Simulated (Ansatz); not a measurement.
**[AlH2···H···H], doublet: transfer scan**

All five atoms lie in one plane.

Starting geometry:

```yaml
atoms:
  - { symbol: Al, position_ang: [-0.0857, 0.0000, 0.0000] }
  - { symbol: H, position_ang: [-0.8787, 1.3734, 0.0000] }
  - { symbol: H, position_ang: [-0.8787, -1.3734, 0.0000] }
  - { symbol: H, position_ang: [1.5001, 0.0000, 0.0000] }
  - { symbol: H, position_ang: [2.5523, 0.0000, 0.0000] }
```

From there H4 is moved from one fragment to the other while all else, the fragments' distance too, stays fixed; atoms are numbered as listed. Energies are in eV, counted from the starting geometry at the same level.

Basis 6-31G; Ansatz 0.2.0. Correlated methods freeze the noble-gas cores. Prefix R: restricted or restricted open-shell reference.

Full CI is exact within this basis and frozen core; it isn't the basis-set limit.

| distance Al1-H4 (Å) | RMP2 |
| --- | --- |
| 1.475 | 0.194 |
| 1.586 | 0.000 |
| 1.630 | -0.066 |
| 1.674 | -0.139 |
| 1.717 | -0.216 |
| 1.761 | -0.299 |
| 1.805 | -0.380 |
| 1.849 | -0.449 |
| 1.893 | -0.487 |

Q: Estimate the full CI curve in 6-31G from this one, knowing how RMP2 errs.

A: The computed full CI values, in eV from the starting point, and the error of RMP2 against them:
```csv
distance Al1-H4 (Å),full CI,RMP2 less full CI
1.475,0.240,-0.046
1.586,0.000,0.000
1.630,-0.081,0.015
1.674,-0.163,0.025
1.717,-0.247,0.031
1.761,-0.333,0.035
1.805,-0.414,0.034
1.849,-0.477,0.028
1.893,-0.507,0.020
```

The error spans 0.080 eV and is largest, -0.046 eV, at 1.475 Å.
